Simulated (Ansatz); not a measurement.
NaOH, singlet: CASSCF and its corrections

Program: Ansatz, Gaussian basis, development build. Basis def2-SVP, nonrelativistic, 6 orbitals frozen in the corrections. State-specific CASSCF; RHF is the lowest restricted (open-shell) Hartree–Fock solution met. A minimal or small basis: far from the basis limit. No symmetry is imposed, so a solution can break that of the shape. The lowest solution met needn't be the lowest there is, nor hold the orbitals that a chemist would pick.

Geometry:

```csv
atom,x (Å),y (Å),z (Å)
Na,0.0000,0.0000,2.1060
O,0.0000,0.0000,0.0000
H,0.0000,0.0000,-1.0368
```

Q: What do CASSCF and its corrections give against RHF in CAS(6,6), and what are the occupations?

A: CASSCF -2.581 eV, SC-NEVPT2 -5.432 eV; occupations 1.98, 1.98, 1.97, 0.03, 0.02, 0.02.
